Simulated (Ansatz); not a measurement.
Calculated with Ansatz (gas phase, PBE0-D4/def2-TZVP geometries, no zero-point term in ΔE). CCSD(T)/CBS adds triple-zeta CCSD(T) − MP2 to the extrapolated MP2 energy (def2 sets, frozen cores). This one scheme is used for every species, atoms too. DFT in def2-TZVPP. B3LYP here is the variant with VWN-RPA as its local correlation; programs differ in this. No spin–orbit coupling; open shells (•) take unrestricted orbitals. Spin–orbit coupling would lower the free atoms: a little for C, O. Each species was taken in one conformer, which may not be the lowest.

Consider the atomization: `C#CCOC=O` → 4 C• + 4 H• + 2 O•.

`C#CCOC=O`:

```xyz
10

C     0.067    1.842   -1.473
C    -0.133    1.184   -0.491
C    -0.384    0.401    0.705
O    -0.727   -0.957    0.397
C     0.303   -1.795    0.244
O     1.458   -1.517    0.360
H     0.253    2.421   -2.346
H     0.493    0.417    1.356
H    -1.244    0.797    1.246
H    -0.086   -2.794    0.002
```

```tsv
level	ΔE (kcal/mol)
B3LYP-D4	1068.6
ωB97M-V	1072.2
PBE	1110.6
B3LYP	1061.8
MP2/def2-TZVPP	1075.3
SCS-MP2/def2-TZVPP	1059.1
CCSD/def2-TZVPP	1014.4
CCSD(T)/def2-TZVPP	1037.9
```

(1) What does CCSD(T)/CBS give? (Best estimate.)

Largest T1 diagnostic among the species: 0.015.

Answers

(1) Ansatz gave: +1067.0 kcal/mol. The listed levels differ from it by 1.6, 5.2, 43.6, -5.2, 8.3, -7.9, -52.6, -29.1 kcal/mol.

In def2-TZVPP, CCSD(T) changes the Hartree–Fock value by +297.6 kcal/mol (the triples alone add +23.5 kcal/mol) and MP2 by +334.9 kcal/mol; breaking electron pairs costs correlation energy, which Hartree–Fock lacks. The D4 term adds +6.8 kcal/mol with B3LYP and +3.6 kcal/mol with PBE0; it sums over pairs of atoms, weighted by their polarisabilities, and B3LYP, whose exchange is more repulsive, gets the larger term.

For atomizations the MP2-based limit and the directly extrapolated one differ by several kJ/mol either way, and by 10 to 25 for some Ge, Se and Sn compounds, so smaller differences from it don't rank the levels.
